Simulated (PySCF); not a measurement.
Stretching PH

Set-up: PySCF, no relativity, basis sets P def2-TZVP, H def2-TZVP. Energies in eV from P + H in their ground configurations at the same level. All curves are PBE0. state 1: ³Σ⁻ (triplet), unpaired electrons π ↑↑; state 2: Ms = 0 determinant of mixed spin (⟨S²⟩ near 1.0), unpaired electrons π ↑↓, a mixture of terms (⟨Lz²⟩ = 2.0), a second solution, started from another occupation; state 3: singlet, one real π or δ orbital doubly filled, a mixture of terms (⟨Lz²⟩ = 2.0), a second solution, started from another occupation; state 4: quintet, unpaired electrons σ ↑↑, π ↑↑, a second solution, started from another occupation.

```tsv
R (Å)	state 1	state 2	state 3	state 4
1.229	-2.641	-2.282	-1.054	5.2744
1.286	-2.945	-2.588	-1.359	4.6725
1.343	-3.120	-2.765	-1.534	4.1710
1.386	-3.185	-2.831	-1.598	3.8452
1.429	-3.204	-2.851	-1.617	3.5516
1.472	-3.186	-2.834	-1.598	3.2845
1.529	-3.116	-2.765	-1.526	2.9619
1.601	-2.973	-2.623	-1.381	2.6000
1.686	-2.746	-2.396	-1.150	2.2156
1.800	-2.388	-2.037	-0.785	1.7736
```

Task: Put a parabola through the three lowest points of the state 1 curve and estimate Re, k and ωe (reduced mass 0.9761 u; 1 eV/Å² = 0.16022 mdyn/Å; ωe = 1302.8·√(k/μ) cm⁻¹).

Result: Through R = 1.386, 1.429, 1.472 Å the second-order coefficient is 10.0 eV/Å², so Re ≈ 1.430 Å, k ≈ 3.21 mdyn/Å and ωe ≈ 2361 cm⁻¹. A polynomial fit of higher order to the unrounded PBE0 energies gives Re = 1.428 Å, k = 3.24 mdyn/Å, ωe = 2374 cm⁻¹; anharmonicity and rounding make the difference.

The higher-order fit for each curve: state 1: Re = 1.428 Å, ωe = 2374 cm⁻¹, De = 3.20 eV; state 2: Re = 1.429 Å, ωe = 2371 cm⁻¹, minimum 2.85 eV below the ground-state fragments; state 3: Re = 1.427 Å, ωe = 2386 cm⁻¹, minimum 1.62 eV below the ground-state fragments. State 4 gave no clean fit.

The state is the lowest determinant that a PBE0 search found; another state may lie lower at other levels.
